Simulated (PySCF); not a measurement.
Molecule: `O=[PH2]O`, H3O2P.

Molfile (atoms numbered from 1):
```
H3O2P
     RDKit          3D

  6  5  0  0  0  0  0  0  0  0999 V2000
   -1.1889    1.3445   -0.3331 O   0  0  0  0  0  0  0  0  0  0  0  0
   -0.4069    0.1166   -0.0917 P   0  0  0  0  0  5  0  0  0  0  0  0
    1.1787    0.3780    0.1087 O   0  0  0  0  0  0  0  0  0  0  0  0
   -0.7650   -0.6422    1.0622 H   0  0  0  0  0  0  0  0  0  0  0  0
   -0.4509   -0.8705   -1.1212 H   0  0  0  0  0  0  0  0  0  0  0  0
    1.7024   -0.4185    0.2626 H   0  0  0  0  0  0  0  0  0  0  0  0
  1  2  2  0
  2  3  1  0
  2  4  1  0
  2  5  1  0
  3  6  1  0
M  END
```

Geometry PBE0-D3(BJ)/def2-SVP throughout; GIAO in PySCF 2.14.0 with density-fitted response routines, gas phase, one conformer, non-relativistic; equivalent atoms averaged; functional PBE0.

For orientation, pcSseg-3 gives these absolute shieldings σ: O1 195.8, O3 237.9, P2 311.8, H4/H5 23.39, H6 29.04 ppm.

A run gave: O1 158.0, O3 258.8, P2 362.0, H4/H5 24.35, H6 31.93 ppm (absolute shieldings σ).

**Question.** Which basis set was used in that run?
A. 6-31G
B. def2-SVP
C. pcSseg-0
D. STO-3G

**Answer.** C. P2 tells them apart best: pcSseg-0 gives 362.0, STO-3G gives 643.0, 6-31G gives 414.2, def2-SVP gives 411.3 ppm.
